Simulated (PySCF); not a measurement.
## Electronic absorption of [C5H12N]+

Species: C5H12N (charge +1).
InChI=1S/C5H11N/c1-2-5-3-6-4-5/h5-6H,2-4H2,1H3/p+1

Theory: TDDFT CAM-B3LYP/def2-SVPD, vertical, gas phase, core orbitals frozen in the response (PySCF 2.14.0, density-fitted response routines). One conformer (not necessarily the lowest) at the PBE0-D3(BJ)/def2-SVP geometry, without solvent, vibrations or thermal averaging. Torsions of this conformer, `[CH3:1][CH2:2][CH:3]1[CH2:4][NH2+:5][CH2:6]1`: C1–C2–C3–C4 -68°.

```
state  λ (nm)  E (eV)       f   main configurations (H = HOMO, L = LUMO)
   S1   147.3    8.42  0.0090                     H→L (65%), H-2→L (18%)
   S2   144.1    8.61   0.011                   H-1→L (72%), H-3→L (11%)
   S3   142.2    8.72  0.0059        H-2→L (62%), H→L (17%), H-1→L (11%)
   S4   134.6    9.21  0.0039                   H→L+3 (54%), H→L+1 (32%)
   S5   132.5    9.36   0.011       H→L+1 (40%), H→L+3 (30%), H-3→L (9%)
   S6   131.5    9.43   0.017               H-1→L+1 (47%), H-1→L+3 (34%)
   S7   131.2    9.45  0.0068                                H-3→L (56%)
   S8   129.4    9.58   0.022  H-2→L+1 (33%), H→L+2 (22%), H-2→L+3 (14%)
   S9   129.0    9.61  0.0065  H→L+2 (46%), H-2→L+1 (22%), H-1→L+1 (11%)
  S10   128.3    9.66   0.043   H-1→L+3 (43%), H-1→L+1 (27%), H→L+2 (8%)
```

Triplets, Tamm–Dancoff:

```tsv
state	E (eV)	λ (nm)	main configurations (H = HOMO, L = LUMO)
T1	8.28	149.8	H→L (54%), H-2→L (21%), H-4→L (9%)
T2	8.48	146.3	H-1→L (62%), H-3→L (15%)
T3	8.57	144.7	H-2→L (51%), H→L (18%), H-1→L (14%)
T4	8.96	138.5	H→L+3 (61%), H→L+1 (16%)
```

The lowest singlet comes at 147 nm (812 kJ/mol) in the vacuum ultraviolet; it is weak; its leading configuration is HOMO→LUMO (65%). The strongest level in the table is S10 at 9.66 eV (128 nm, f = 0.043). It is the last of those listed, so stronger ones may follow. Löwdin shares by element: HOMO carbon 48% or more, hydrogen 20% or more (atoms not listed hold the other 32%); LUMO hydrogen 38% or more, nitrogen 16%, carbon 10% or more (atoms not listed hold the other 36%). The oscillator strengths of these states sum to 0.136; summed over the whole spectrum of an exact calculation they would give the number of electrons, 48 (Thomas–Reiche–Kuhn). Weighted by f, the mean energy of these states is 9.36 eV. Of the 10 states listed, 5 reach f = 0.01 and none stays under 0.0005. All these states lie below the vertical ionisation energy of 15.70 eV (ΔSCF). Singlets were solved by full linear response, triplets in the Tamm–Dancoff approximation.

On an Arm Neoverse V1 with one thread, no GPU (shared host), this took 4.6 min.
